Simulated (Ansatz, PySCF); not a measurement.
UKS-B3LYP/6-31G* against FCI for diatomic hydrides: harmonic wavenumber.

Values in cm⁻¹, from Ansatz (a program for electronic structure) and PySCF. Where two bases are given, the first is that of UKS-B3LYP/6-31G*. Full CI is exact in its basis, with frozen cores. Scans on which UKS-B3LYP/6-31G* failed, held another spin at the minimum or broke off are missing, so the means are lower bounds.

```
system                             basis  UKS-B3LYP/6-31G*   FCI  UKS-B3LYP/6-31G* − FCI
------------------  --------------------  ----------------  ----  ----------------------
HBe doublet            6-31G* / def2-SVP              2070  2040                      30
CH cation singlet       6-31G* / cc-pVTZ              2880  2850                      30
HMg doublet             6-31G* / cc-pVTZ              1440  1490                     -50
HBe cation singlet      6-31G* / cc-pVTZ              2230  2190                      40
HBe cation singlet  6-31G* / aug-cc-pVQZ              2230  2210                      20
HAl singlet         6-31G* / aug-cc-pVTZ              1650  1660                     -10
HMg doublet         6-31G* / aug-cc-pVDZ              1440  1450                     -10
HAl singlet         6-31G* / aug-cc-pVQZ              1650  1680                     -30
HBr singlet            6-31G* / def2-SVP              2620  2700                     -80
HSe doublet            6-31G* / def2-SVP              2390  2440                     -50
HLi singlet             6-31G* / cc-pVQZ              1400  1390                      10
HBe cation singlet      6-31G* / cc-pVDZ              2230  2150                      80
HN triplet              6-31G* / cc-pVTZ              3230  3260                     -30
HAs triplet             6-31G* / cc-pVTZ              2140  2150                     -10
```

What do these rows say about the size and sign of the difference from FCI?

The mean difference from FCI is -4 cm⁻¹ (median -10) and the mean absolute one 34 cm⁻¹ (median 30); UKS-B3LYP/6-31G* lies above in 6 and below in 8 of 14 cases. It is closest for HMg doublet (-10), HAl singlet (-10), HAs triplet (-10) and furthest off for HBr singlet (-80), HBe cation singlet (80), HSe doublet (-50).
